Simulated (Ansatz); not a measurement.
```yaml
crystal:
  periodic: [false, false, false]
  atoms:
    - {symbol: Al, position_ang: [-1.168744, 0.459871, -0.003053]}
    - {symbol: P, position_ang: [0.904017, -0.399630, 0.002503]}
    - {symbol: H, position_ang: [1.354706, 0.916714, -0.001151]}
    - {symbol: H, position_ang: [2.151176, -0.946457, 0.005942]}
basis:
  gaussian: {orbitals: def2-TZVP}
hamiltonian: {xc: pbe0}
relax: {f_tol: 0.004, max_steps: 80}
```

```sh
$ ansatz run in.yaml --threads 1 --pin off --events-out ev --progress --plain --max-ram 2176MiB
```

Steps of the relaxation (energy above the last step; positions in Å, forces in eV/Å):

```
4
step 1, 203.7 meV
Al   -1.169    0.460   -0.003   -0.594    0.151   -0.001
P     0.904   -0.400    0.003   -0.514   -0.088    0.000
H     1.355    0.917   -0.001    0.055    0.780   -0.002
H     2.151   -0.946    0.006    1.053   -0.843    0.004
```

```
4
step 2, 117.1 meV
Al   -1.208    0.442   -0.003   -0.211   -0.034    0.000
P     0.927   -0.365    0.002   -0.162    0.102   -0.001
H     1.361    0.979   -0.001    0.136    0.166    0.000
H     2.161   -1.025    0.006    0.237   -0.234    0.001
```

```
4
step 3, 77.7 meV
Al   -1.298    0.354   -0.003    0.039   -0.108    0.000
P     0.938   -0.274    0.002    0.407    0.209    0.000
H     1.488    1.048   -0.001   -0.020   -0.364    0.001
H     2.113   -1.097    0.006   -0.427    0.263   -0.001
```

```
4
step 7, 0.0 meV
Al   -1.381    0.048   -0.002    0.000    0.000    0.000
P     0.961    0.004    0.001   -0.001    0.000    0.000
H     1.850    1.094   -0.001    0.001    0.001    0.000
H     1.812   -1.116    0.006    0.000   -0.001    0.000
```

Close pairs at the end: P2–H3 1.407 Å, P2–H4 1.407 Å, Al1–P2 2.342 Å.

A stationary point of restricted PBE0 after 7 steps (its stability towards spin polarisation wasn't tested); no frequencies were run, so it isn't proven a minimum. 17 s on 1 thread of AMD EPYC 7R43, shared host.
